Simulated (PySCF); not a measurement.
Predicted microwave data (B3LYP/def2-SVPD in PySCF (dipole) on a GFN2-xTB geometry, gas phase) for one isomer of C4H3FO:

```
Rotational constants : A = 3935, B = 3802, C = 1957 MHz
Dipole components    : |μa| = 2.93 D, |μb| = 3.20 D, |μc| = 0.01 D
Inertial defect      : -3.11 u·Å²
κ                    : 0.87
```

Problem. Which structure is it? (One computed conformer of each.)
A. `O=C1C=C(F)C1`
B. `O=C1C=C[C@@H]1F`
C. `[O:1]=[c:2]1[cH:3][c:4]1[CH2:5][F:6]` with C3–C4–C5–F6 0°
D. `[O:1]=[C:2]=[CH:3]/[CH:4]=[CH:5]\[F:6]` with C2–C3–C4–C5 180°
E. `Cc1c(F)c1=O`

Solution. E. It is Cc1c(F)c1=O, an asymmetric top. The candidates at the same level (rigid rotor, commonest isotopes):

| SMILES | A (MHz) | B (MHz) | C (MHz) | μa (D) | μb (D) | μc (D) | Δ (u·Å²) | point group | rotor |
| --- | --- | --- | --- | --- | --- | --- | --- | --- | --- |
| Cc1c(F)c1=O | 3935 | 3802 | 1957 | 2.93 | 3.20 | 0.01 | -3.11 | near Cs | asymmetric top |
| O=C=C/C=C\F | 18404 | 1532 | 1414 | 0.46 | 0.94 | 0.00 | 0.00 | Cs | near-prolate asymmetric top |
| O=C1C=C[C@@H]1F | 5648 | 4078 | 2544 | 1.00 | 3.85 | 0.94 | -14.76 | C1 | asymmetric top |
| O=c1cc1CF | 13130 | 1953 | 1719 | 2.62 | 0.59 | 0.00 | -3.23 | Cs | near-prolate asymmetric top |
| O=C1C=C(F)C1 | 12688 | 2479 | 2102 | 2.35 | 0.23 | 0.00 | -3.19 | Cs | near-prolate asymmetric top |

`O=C1C=C(F)C1` has A 222 % too high; `O=C1C=C[C@@H]1F` has A 44 % too high; `O=c1cc1CF` has A 234 % too high; `O=C=C/C=C\F` has A 368 % too high. No structure here is proved a minimum.
